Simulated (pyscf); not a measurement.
H₂C=C(CH₃)–OH (SMILES C=C(C)O) -> H₂C=C=CH₂ (SMILES C=C=C) + H₂O (SMILES O), an elimination (singlet surface; C–H, C–O broken, H–O formed). Single points on ωB97X-D3(BJ)/def2-SVP structures (PySCF, gas phase). MP2 and CC: frozen core, UHF for open shells. ΔMP2 is the change of the MP2 total energy from the triple- to the quadruple-zeta basis. Energies in eV from the reactant's lowest minimum found.

Small-basis levels: PySCF, no dispersion term, spherical d functions. GFN2-xTB: tblite. Cost: rough CPU time at the saddle relative to B3LYP/6-31G*, from one job on a shared machine.

| level | barrier | reaction energy | cost |
|---|---|---|---|
| HF/STO-3G | 5.61 | +3.18 | 0.03 |
| HF/3-21G | 4.15 | +1.72 | 0.04 |
| MP2/6-31G* | 3.96 | +1.73 | 0.09 |
| BP86/6-31G* | 3.46 | +1.73 | 1 |
| B3LYP/STO-3G | 4.02 | +3.16 | 0.5 |
| B3LYP/3-21G | … | +2.04 | 0.6 |
| M06-2X/6-31G* | 3.90 | +1.87 | 3 |
| B3LYP/6-311+G** | … | +1.22 | 2 |
| GFN2-xTB | 4.15 | +2.01 | under 0.02 |
| CCSD(T)/def2-TZVPP + ΔMP2(QZVPP) | … | +1.36 | – |

Question: What belongs in the gaps?

Answer: 
- B3LYP/3-21G, barrier: 3.41
- B3LYP/6-311+G**, barrier: 3.56
- CCSD(T)/def2-TZVPP + ΔMP2(QZVPP), barrier: 3.70

Against the last row the barrier runs from -0.29 (B3LYP/3-21G) to +1.91 eV (HF/STO-3G); B3LYP/6-311+G** happens to lie closest here (0.14 eV apart). CCSD(T)/def2-TZVPP + ΔMP2(QZVPP) has limits of its own. One saddle was located; it need not be the lowest between these sides. The CCSD(T) − MP2 part came from Ansatz, without density fitting, on the same reference.
